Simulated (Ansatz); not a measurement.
Kohn–Sham single points on AlFH, SMILES `[F][AlH]` radical.

```yaml
crystal:
  periodic: [false, false, false]
  atoms:
    - {symbol: F, position_ang: [0.907071, 0.893230, 0.585636]}
    - {symbol: Al, position_ang: [-0.432539, 0.317983, -0.199538]}
    - {symbol: H, position_ang: [-0.485431, -1.276114, -0.399298]}
basis:
  gaussian: {orbitals: def2-TZVPP}
magnetization: {spin_polarized: true, initial_magnetization: 1}
hamiltonian: {xc: {name: PBE-QIDH}}
```

```sh
$ ansatz run in.yaml --threads 2 --pin off --events-out ev --progress --plain
```

Output, abridged:

```
Functional definition: PBE-QIDH
539 factors; integrals over basis functions are off by at most 8.1e-4 eV
mean field evaluation 1: about -9318.2382 eV, gradient 2.4e1 eV
mean field evaluation 2: about -9318.2393 eV, gradient 2.4e1 eV
mean field evaluation 4: about -9320.3314 eV, gradient 1.4e0 eV
mean field evaluation 8: about -9320.3754 eV, gradient 6.9e-2 eV
mean field evaluation 16: about -9320.3755 eV, gradient 6.4e-5 eV
mean field -9320.37551305 eV, -342.5174825272 hartree, gradient 5.1e-6 eV, S^2 0.755725; 0 other end points of the search recorded, 0 dependent functions left out
6 core orbitals not correlated: weight in the atoms' cores, before any rotation towards them, 1.000 or more for the frozen orbitals, at most 0.000 for the correlated occupied ones
reference -9320.37552408 eV, -342.5174829324 hartree; 6, 5 occupied and 75, 76 virtual orbitals, 539 factors
second order -9.45091703 eV of doubles, -0.00000000 eV of singles
Total energy: -9323.52582975 eV, -342.6332545306 hartree
```

Hardware: 2 threads of a server CPU on a shared host. Wall time 1 s, peak host memory 0.14 GiB.

The same input with `hamiltonian: {xc: pbe, dispersion: d4}` and forces (abridged; 0.55 s):

```
Functional definition: PBE
mean field evaluation 16: about -9325.6715 eV, gradient 2.2e-5 eV
mean field -9325.67149138 eV, -342.7121061412 hartree, gradient 2.2e-5 eV, S^2 0.752282
Total energy: -9325.69780985 eV, -342.7130733270 hartree
Atom 0 force     0.405073     0.172008     0.237214 eV/Å
Atom 1 force    -0.401682    -0.020771    -0.219141 eV/Å
Atom 2 force    -0.003391    -0.151238    -0.018073 eV/Å
Dipole moment:    -0.262190    -0.047324    -0.146666 e Å
```

The same input with `hamiltonian: {xc: {name: LC-wPBE}, dispersion: d4}` (abridged; 0.65 s):

```
WARN the engine holds no damping parameters fitted to this dispersion correction and functional, so the run takes those fitted to pbe0 (hamiltonian.dispersion, under Limitations)
Functional definition: LC-wPBE
mean field evaluation 16: about -9328.2459 eV, gradient 1.2e-4 eV
mean field -9328.24587828 eV, -342.8067131146 hartree, gradient 5.4e-5 eV, S^2 0.754665
Total energy: -9328.26752955 eV, -342.8075087841 hartree
```

With the line `hamiltonian: {xc: pbe0, dispersion: d4}` (abridged; 0.75 s):

```
Functional definition: PBE0
mean field evaluation 16: about -9326.2581 eV, gradient 1.8e-5 eV
mean field -9326.25814763 eV, -342.7336653607 hartree, gradient 1.8e-5 eV, S^2 0.753379
Total energy: -9326.27982555 eV, -342.7344620093 hartree
```

The same input with `hamiltonian: {xc: {name: revPBE}, dispersion: d4}` (abridged; 0.45 s):

```
Functional definition: revPBE
mean field evaluation 16: about -9329.6764 eV, gradient 2.6e-5 eV
mean field -9329.67635399 eV, -342.8592821272 hartree, gradient 2.6e-5 eV, S^2 0.752473
Total energy: -9329.75868107 eV, -342.8623075917 hartree
```

The same input with `hamiltonian: {xc: {name: wB97M-V}}` and forces (abridged; 1.7 s):

```
Functional definition: wB97M-V
mean field evaluation 16: about -9330.7607 eV, gradient 4.6e-5 eV
mean field -9330.76070723 eV, -342.8991313738 hartree, gradient 4.6e-5 eV, S^2 0.752304
Total energy: -9330.76074483 eV, -342.8991327559 hartree
Atom 0 force     0.121662     0.042543     0.070267 eV/Å
Atom 1 force    -0.132047    -0.109564    -0.083072 eV/Å
Atom 2 force     0.010385     0.067021     0.012806 eV/Å
Dipole moment:    -0.305658    -0.020234    -0.167230 e Å
```

LC-ωPBE has ω = 0.4 bohr⁻¹; the program lends it PBE0's D4 damping.
